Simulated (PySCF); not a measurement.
## C$_{2}$H$_{6}$O$_{2}$S: calculation and literature

Geometry (Å), atoms numbered from 1 in this order:
```xyz
11

C     1.3440    0.4942    0.2578
S     0.1361   -0.7200   -0.2452
C    -1.4347    0.1016   -0.0383
O     0.1870   -1.8171    0.7155
O     0.3232   -0.9604   -1.6723
H     1.2707    1.3786   -0.3876
H     2.3130   -0.0019    0.1094
H     1.2018    0.7417    1.3170
H    -2.1776   -0.6408   -0.3604
H    -1.4799    0.9873   -0.6842
H    -1.5854    0.3514    1.0193
```

The experiment to reproduce: δ ³³S S2 -7.0 ppm (measured; solution, DMSO-d6/CDCl3; I. P. Gerothanassis, L. B. Krivdin, Molecules 29 (2024) 3301).
δ ³³S S2 -12.0 ppm (measured; I. P. Gerothanassis, L. B. Krivdin, Molecules 29 (2024) 3301).

- geometry: PBE0-D3(BJ)/def2-SVP
- σ from GIAO-PBE0/pcSseg-1
- program: PySCF 2.14
- gas phase, a single conformation, rapidly exchanging positions averaged, no relativistic terms

**Question.** Set the calculated values beside the experiment.

**Answer.** 
Reference values: measured (solution, DMSO-d6/CDCl3; I. P. Gerothanassis, L. B. Krivdin, Molecules 29 (2024) 3301).
```
atoms                                   quantity  reference  computed  computed, scaled
   S2  δ ³³S vs (NH4)2SO4 in D2O (sulfate scale)       -7.0         –             -49.0
```

Reference values: measured (I. P. Gerothanassis, L. B. Krivdin, Molecules 29 (2024) 3301).
```tsv
atoms	quantity	reference	computed	computed, scaled
S2	δ ³³S vs sulfate scale	-12.0	–	-49.0
```

Computed shifts are σ(ref) − σ with the named reference compound (TMS for H and C) calculated as an isolated molecule at the same level. The measured values may be among those fitted. Shieldings were converted by a linear fit to measured shifts: ³³S (scatter 32.3 ppm rms vs sulfate, solution or neat liquid). Occasional misses reach two or three times the rms, and more in compound classes unlike the fitted ones.

2 of the 3 published NMR values on file for this molecule are compared. The rest: values from further sources.
